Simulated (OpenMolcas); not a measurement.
**HS (SMILES [SH]), step by step**

Aim: a series of 9 runs (UHF/def2-TZVPPD, CASSCF(3,3)/def2-TZVPPD, CASPT2(3,3)/def2-TZVPPD, CASPT2[IPEA 0](3,3)/def2-TZVPPD, SC-NEVPT2(3,3)/def2-TZVPPD, PC-NEVPT2(3,3)/def2-TZVPPD, MC-PDFT[tPBE](3,3)/def2-TZVPPD, MC-PDFT[ftPBE](3,3)/def2-TZVPPD, and more) of HS. 

The results are computed with OpenMolcas 26.06.

## 1. The structure to begin with

HS: 2 atoms, total charge 0, spin state doublet. As SMILES, `[SH]`. The S1–H2 distance was set to 2.422 Å, away from the relaxed value.

## 2. The energy at UHF/def2-TZVPPD (run 1)

The input, step1.input:

```
&gateway
 baslib = $CurrDir
 coord
 2
 bohr
 S      2.82304863    -0.92278728     1.45171595
 H     -1.08576104     0.35490946    -0.55833848
 basis = def2-TZVPPD
 group = NoSym

&seward

&scf
 uhf
 spin = 2
 scramble = 0.25
 prorbitals = 1
```

The basis set def2-TZVPPD is read from a file made from the Basis Set Exchange's data (not shown).

Launch:

```sh
$ export MOLCAS_MEM=1860
$ pymolcas step1.input > step1.log
```

Output:

```text
--- Start Module: gateway ---
[...]
--- Stop Module: gateway /rc=_RC_ALL_IS_WELL_ ---
--- Start Module: seward ---
[...]
      Basis functions           68
--- Stop Module: seward /rc=_RC_ALL_IS_WELL_ ---
--- Start Module: scf ---
[...]
       Convergence after  26 Iterations
[...]
::    Total SCF energy                               -398.0066133096
[...]
      Total spin, S                                     0.8711659453
[...]
      Total electronic charge=   17.000000
      Total            charge=   -0.000000
[...]
      Dipole Moment (debye):
      Origin of the operator (angstrom)=    1.4307   -0.4677    0.7357
                   X= -1.2655E-01               Y=  4.1367E-02               Z= -6.5079E-02           Total=  1.4819E-01
      Quadrupole Moment (debye*angstrom):
[...]
--- Stop Module: scf /rc=_RC_ALL_IS_WELL_ ---
[...]
```

Wall time 3.9 s (1 thread of Arm Neoverse V2, shared host); peak memory 0.41 GiB.

## 3. A single-point energy at CASSCF(3,3)/def2-TZVPPD (run 2)

The input, step2.input:

```
>>> EXPORT MOLCAS_PRINT=2

&GATEWAY
 BASLIB=$CurrDir
 COORD
 2
 bohr
 S      2.82304863    -0.92278728     1.45171595
 H     -1.08576104     0.35490946    -0.55833848
 BASIS=def2-TZVPPD
 GROUP=NoSym

&SEWARD

&RASSCF
 FILEORB=$CurrDir/step1.UnaOrb
 SPIN=2
 NACTEL=3 0 0
 INACTIVE=7
 RAS2=3
 ORBLISTING=NoCore
 ORBAPPEAR=Compact
```

The basis set def2-TZVPPD is read from a file made from the Basis Set Exchange's data (not shown).

Launch:

```sh
$ export MOLCAS_MEM=1860
$ pymolcas step2.input > step2.log
```

Output:

```text
--- Start Module: gateway ---
[...]
--- Stop Module: gateway /rc=_RC_ALL_IS_WELL_ ---
--- Start Module: seward ---
[...]
      Basis functions           68
--- Stop Module: seward /rc=_RC_ALL_IS_WELL_ ---
--- Start Module: rasscf ---
[...]
      Number of active orbitals                  3
[...]
      Spin quantum number                      0.5
[...]
      Active orbitals                            3
[...]
      Number of CSFs                             8
[...]
      Number of root(s) required                 1
[...]
      Convergence after 11 iterations
[...]
      printout of CI-coefficients larger than  0.05 for root  1
      energy=    -398.012603
      conf/sym  111     Coeff  Weight
             1  2u0  -0.86677 0.75130
             4  udu  -0.23640 0.05588
             6  uud  -0.13648 0.01863
             8  0u2  -0.41736 0.17419
      Natural orbitals and occupation numbers for root  1
      sym 1:   1.577108   1.000000   0.422892
      ************************************************************************************************************************
      *                                                    Final results                                                     *
[...]
::    RASSCF root number  1 Total energy:   -398.01260280
[...]
      Total electronic charge=   17.000000
      Total            charge=   -0.000000
[...]
      Dipole Moment (debye):
      Origin of the operator (angstrom)=    1.4307   -0.4677    0.7357
                   X= -1.7952E-01               Y=  5.8682E-02               Z= -9.2318E-02           Total=  2.1023E-01
      Quadrupole Moment (debye*angstrom):
[...]
--- Stop Module: rasscf /rc=_RC_ALL_IS_WELL_ ---
[...]
```

Run time: 3.3 s. Hardware: 1 thread of Arm Neoverse V2, shared host; peak memory 0.41 GiB.

Runs 3 to 6 aren't shown in full; the table further down has their settings and results.

## 4. A single-point energy at MC-PDFT[tPBE](3,3)/def2-TZVPPD (run 7)

The input, step7.input:

```
* HS MC-PDFT
>>> EXPORT MOLCAS_PRINT=2
&GATEWAY
BASLIB=$CurrDir
COORD
2
bohr
S      2.82304863    -0.92278728     1.45171595
H     -1.08576104     0.35490946    -0.55833848
BASIS=def2-TZVPPD
GROUP=NoSym
&SEWARD
&RASSCF
FILEORB=$CurrDir/step2.RasOrb
SPIN=2
NACTEL=3 0 0
INACTIVE=7
RAS2=3
ORBLISTING=NoCore
ORBAPPEAR=Compact
&MCPDFT
KSDFT=T:PBE
```

The basis set def2-TZVPPD is read from a file made from the Basis Set Exchange's data (not shown).

Launch:

```sh
$ export MOLCAS_MEM=1860
$ pymolcas step7.input > step7.log
```

Output:

```text
--- Start Module: gateway ---
[...]
--- Stop Module: gateway /rc=_RC_ALL_IS_WELL_ ---
[...]
      Basis functions           68
[...]
--- Start Module: rasscf ---
[...]
      Number of active orbitals                  3
[...]
      Spin quantum number                      0.5
[...]
      Active orbitals                            3
[...]
      Number of CSFs                             8
[...]
      Number of root(s) required                 1
[...]
      Convergence after  4 iterations
[...]
      printout of CI-coefficients larger than  0.05 for root  1
      energy=    -398.012603
      conf/sym  111     Coeff  Weight
             1  2u0  -0.86677 0.75130
             4  udu  -0.23640 0.05588
             6  uud  -0.13648 0.01863
             8  0u2  -0.41736 0.17419
      Natural orbitals and occupation numbers for root  1
      sym 1:   1.577106   1.000000   0.422894
      ************************************************************************************************************************
      *                                                    Final results                                                     *
[...]
::    RASSCF root number  1 Total energy:   -398.01260280
[...]
      Total electronic charge=   17.000000
      Total            charge=   -0.000000
[...]
      Dipole Moment (debye):
      Origin of the operator (angstrom)=    1.4307   -0.4677    0.7357
                   X= -1.7954E-01               Y=  5.8689E-02               Z= -9.2328E-02           Total=  2.1025E-01
      Quadrupole Moment (debye*angstrom):
[...]
--- Stop Module: rasscf /rc=_RC_ALL_IS_WELL_ ---
[...]
--- Start Module: mcpdft ---
[...]
 ###    WARNING: Deprecation warning: KSDF should be replaced                ###
 ###    with FUNC keyword                                                    ###
 ###############################################################################
[...]
::    MCPDFT root number  1 Total energy:   -398.44842467
--- Stop Module: mcpdft /rc=_RC_ALL_IS_WELL_ ---
[...]
```

It took 2.8 s on 1 thread of Arm Neoverse V2, shared host; peak memory 0.41 GiB.

Run 8 isn't shown in full; the table further down has it.

## 5. The energy at MRCI(3,3)/def2-TZVPPD (run 9)

The input, step9.inp:

```
&GATEWAY
 BasLib
 $CurrDir
 Coord
 2
 bohr
 S      2.82304863    -0.92278728     1.45171595
 H     -1.08576104     0.35490946    -0.55833848
 Basis
 def2-TZVPPD
 Group
 NoSym

&SEWARD

&RASSCF
 FileOrb
 $CurrDir/step2.RasOrb
 Spin
 2
 Nactel
 3 0 0
 Inactive
 7
 Ras2
 3
 OrbListing
 NoCore
 OrbAppear
 Compact

&MOTRA
 LumOrb
 Frozen
 5

&GUGA
 Electrons
 7
 Spin
 2
 Inactive
 2
 Active
 3
 CIAll
 1

&MRCI
 SDCI
```

The basis set def2-TZVPPD is read from a file made from the Basis Set Exchange's data (not shown).

Launch:

```sh
$ export MOLCAS_MEM=1860
$ pymolcas step9.inp > step9.log
```

Output:

```text
--- Start Module: gateway ---
[...]
--- Stop Module: gateway /rc=_RC_ALL_IS_WELL_ ---
[...]
      Basis functions           68
[...]
      Number of active orbitals                  3
[...]
      Spin quantum number                      0.5
[...]
      Active orbitals                            3
[...]
      Number of CSFs                             8
[...]
      Number of root(s) required                 1
[...]
      Convergence after  4 iterations
[...]
      printout of CI-coefficients larger than  0.05 for root  1
      energy=    -398.012603
      conf/sym  111     Coeff  Weight
             1  2u0  -0.86677 0.75130
             4  udu  -0.23640 0.05588
             6  uud  -0.13648 0.01863
             8  0u2  -0.41736 0.17419
      Natural orbitals and occupation numbers for root  1
      sym 1:   1.577106   1.000000   0.422894
      ************************************************************************************************************************
      *                                                    Final results                                                     *
[...]
::    RASSCF root number  1 Total energy:   -398.01260280
[...]
      Dipole Moment (debye):
      Origin of the operator (angstrom)=    1.4307   -0.4677    0.7357
                   X= -1.7954E-01               Y=  5.8689E-02               Z= -9.2328E-02           Total=  2.1025E-01
      Quadrupole Moment (debye*angstrom):
[...]
      *** WARNING: Default frozen orbitals is overwritten by user input.
      *** Default values:   5
[...]
--- Start Module: guga ---
[...]
--- Stop Module: guga /rc=_RC_ALL_IS_WELL_ ---
--- Start Module: mrci ---
[...]
       (But an ACPF correction will be computed)
       USE THE DEFAULT ACPF G-VALUE GFAC=  0.28571428571428570
[...]
                      CI ENERGY:  -398.15990253
[...]
                ACPF CORRECTION:    -0.00785799
[...]
      Total electronic charge=   17.000000
      Total            charge=    0.000000
[...]
     ACPF CORRECTION:     -0.00785799
[...]
  CI State   1     Total energy:   -398.15990253     QDav:     -0.01124106     QACPF:     -0.00785799
[...]
--- Stop Module: mrci /rc=_RC_ALL_IS_WELL_ ---
[...]
```

Run time: 5.7 s. Hardware: 1 thread of Arm Neoverse V2, shared host; peak memory 0.41 GiB.

## 6. The series

| run | level | scramble | active rule | energy (Eh) | dipole moment (D) of the reference | wall time |
| --- | --- | --- | --- | --- | --- | --- |
| 1 | UHF/def2-TZVPPD | 0.25 | – | -398.006613 | 0.15 | 3.9 s |
| 2 | CASSCF(3,3)/def2-TZVPPD | – | uhf natural orbitals | -398.012603 | 0.21 | 3.3 s |
| 3 | CASPT2(3,3)/def2-TZVPPD | – | uhf natural orbitals | -398.145250 | 0.21 | 2.8 s |
| 4 | CASPT2[IPEA 0](3,3)/def2-TZVPPD | – | uhf natural orbitals | -398.153231 | 0.21 | 2.8 s |
| 5 | SC-NEVPT2(3,3)/def2-TZVPPD | – | uhf natural orbitals | -398.143155 | 0.21 | 2.7 s |
| 6 | PC-NEVPT2(3,3)/def2-TZVPPD | – | uhf natural orbitals | -398.143256 | 0.21 | 2.7 s |
| 7 | MC-PDFT[tPBE](3,3)/def2-TZVPPD | – | uhf natural orbitals | -398.448425 | 0.21 | 2.8 s |
| 8 | MC-PDFT[ftPBE](3,3)/def2-TZVPPD | – | uhf natural orbitals | -398.533150 | 0.21 | 2.9 s |
| 9 | MRCI(3,3)/def2-TZVPPD | – | uhf natural orbitals | -398.159903 | 0.21 | 5.7 s |

## 7. Outcome

| quantity | value |
| --- | --- |
| run 9, MRCI(3,3)/def2-TZVPPD: total energy | -398.15990 Eh |
| run 9, MRCI(3,3)/def2-TZVPPD: dipole moment (CASSCF density) | 0.21 D |

**Reading.** Below the UHF energy at the same shape and in the same basis (def2-TZVPPD): CASSCF(3,3) -6.0 mEh; CASPT2(3,3) -138.6 mEh; CASPT2[IPEA 0](3,3) -146.6 mEh; SC-NEVPT2(3,3) -136.5 mEh; PC-NEVPT2(3,3) -136.6 mEh; MRCI(3,3) -153.3 mEh. Active-space methods hold only the correlation inside their space unless a perturbation or CI step follows. Spin contamination of the reference: run 1 ⟨S²⟩ = 1.63. Where it is this large, the reference is a mixture of spin states, and values that rest on it are in doubt. All runs together took 30 s, the longest 5.7 s.
